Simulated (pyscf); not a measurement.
HO–PbH: [singlet] + water (H₂O) → HO–Pb:–OH [singlet] + hydrogen (H₂), a four-centre exchange (singlet surface; H–Pb, H–O broken, O–Pb, H–H formed). Structures and frequencies: ωB97X-D3(BJ)/def2-SVP in PySCF. Energies in kJ/mol from the separated reactants.

Small-basis levels: PySCF, no dispersion term, spherical d functions. 

Task: In single points HF/6-31G*+LANL2DZ puts the saddle at 93.2 kJ/mol and the reaction energy at -50.4 kJ/mol. Should these be trusted to within a few kcal/mol? Compare with ωB97M-D3(BJ)/def2-TZVP.

Result: ωB97M-D3(BJ)/def2-TZVP gives ΔE‡ = 37.0 kJ/mol and ΔE = -50.4 kJ/mol. HF/6-31G*+LANL2DZ lies 56.2 kJ/mol over it in the barrier and 0.0 kJ/mol under it in the reaction energy, so on this step it does not hold to within 12.6 kJ/mol. ωB97M-D3(BJ)/def2-TZVP has limits of its own. On the reactant side the descent ends in a bound adduct, 47.2 kJ/mol under the separated species and 72.9 kJ/mol under the saddle at ωB97X-D3(BJ)/def2-TZVP. At the saddle there is also a short H–Pb contact that neither side keeps. At ωB97X-D3(BJ)/def2-TZVP the barrier from the zero used here is 25.7 kJ/mol. One saddle was located; it need not be the lowest between these sides. In the def2 sets elements past Kr carry core potentials, without spin-orbit coupling.
